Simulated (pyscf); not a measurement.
Structures and frequencies: ωB97X-D3(BJ)/def2-SVP in PySCF.

Question: PBE/def2-TZVP puts the barrier of H₃C–Ga(CH₃)–Cl + H atom (H•) → [H₃C–Ga–CH₃]• + hydrogen chloride (HCl) (atom transfer; doublet surface; Cl–Ga broken, Cl–H formed) at 0.33 eV and the reaction energy at +0.20 eV, from the separated reactants. What do B3LYP-D3(BJ)/def2-TZVP, PBE0-D3(BJ)/def2-TZVP, ωB97M-D3(BJ)/def2-TZVP give on the same structures?

Answer: B3LYP-D3(BJ): ΔE‡ = 0.46 eV, ΔE = +0.15 eV; PBE0-D3(BJ): ΔE‡ = 0.57 eV, ΔE = +0.31 eV; ωB97M-D3(BJ): ΔE‡ = 0.80 eV, ΔE = +0.23 eV. PBE's barrier lies under all of them, by 0.13 to 0.47 eV. Its reaction energy lies among theirs. Low barriers are usual for a GGA, whose delocalisation error favours stretched bonds. On the product side the descent ends in a complex, 0.21 eV under the separated species and 0.68 eV under the saddle at ωB97X-D3(BJ)/def2-TZVP. At ωB97X-D3(BJ)/def2-TZVP the barrier from the zero used here is 0.91 eV. One saddle was located; it need not be the lowest between these sides. The angle at the transferred Cl is 145°. Elements up to Kr have no core potential and no relativistic terms here.
